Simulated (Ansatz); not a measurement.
The inner images of a band of FH3Si + H2S (8 atoms, charge 0, multiplicity 1) are given out of order.

The calculation used Ansatz, RKS PBE-D4/def2-SVP.

First end point:

```xyz
8
Properties=species:S:1:pos:R:3
Si 0.335 0.053 -0.144
F 0.156 -0.178 1.481
H 1.808 -0.026 -0.428
H -0.190 1.406 -0.514
H -0.383 -1.041 -0.876
S -3.126 0.123 0.993
H -3.159 -1.223 0.796
H -2.029 0.013 1.793
```

Last end point:

```xyz
8
Properties=species:S:1:pos:R:3
Si -0.426 -0.061 -0.496
F -0.246 0.596 2.518
H 0.568 -0.914 0.230
H -0.079 1.393 -0.451
H -0.542 -0.520 -1.922
S -2.389 -0.180 0.473
H -2.381 -1.538 0.589
H -1.092 0.351 2.159
```

Task: Put them in order from the first end to the last, with their energies above the first end.
A.
```xyz
8
Properties=species:S:1:pos:R:3
Si 0.191 0.071 -0.126
F 0.028 -0.137 1.511
H 1.641 -0.222 -0.351
H -0.159 1.484 -0.481
H -0.623 -0.901 -0.926
S -2.989 0.022 0.924
H -2.751 -1.311 0.776
H -1.926 0.122 1.774
```
B.
```xyz
8
Properties=species:S:1:pos:R:3
Si -0.349 0.002 -0.316
F -0.168 0.205 2.123
H 0.983 -0.539 0.140
H -0.232 1.474 -0.561
H -0.657 -0.776 -1.555
S -2.442 -0.024 0.585
H -2.586 -1.373 0.714
H -1.137 0.158 1.970
```
C.
```xyz
8
Properties=species:S:1:pos:R:3
Si -0.410 -0.018 -0.451
F -0.175 0.342 2.427
H 0.734 -0.659 0.267
H -0.186 1.452 -0.607
H -0.585 -0.698 -1.773
S -2.387 -0.065 0.524
H -2.512 -1.420 0.599
H -1.066 0.193 2.114
```
D.
```xyz
8
Properties=species:S:1:pos:R:3
Si -0.021 0.073 -0.111
F -0.046 0.006 1.605
H 1.401 -0.360 -0.146
H -0.247 1.496 -0.517
H -0.691 -0.839 -1.118
S -2.719 0.008 0.844
H -2.617 -1.351 0.803
H -1.648 0.094 1.742
```
E.
```xyz
8
Properties=species:S:1:pos:R:3
Si -0.241 0.036 -0.174
F -0.143 0.124 1.810
H 1.175 -0.454 0.002
H -0.259 1.489 -0.534
H -0.704 -0.808 -1.341
S -2.536 -0.006 0.728
H -2.599 -1.366 0.808
H -1.282 0.113 1.801
```

Result: A (+0.07 eV), D (+0.61 eV), E (+1.36 eV), B (+0.96 eV), C (+0.58 eV).

Time of the run: 2 min on 1 thread of Arm Neoverse V2 (shared host), peak memory 0.15 GiB.
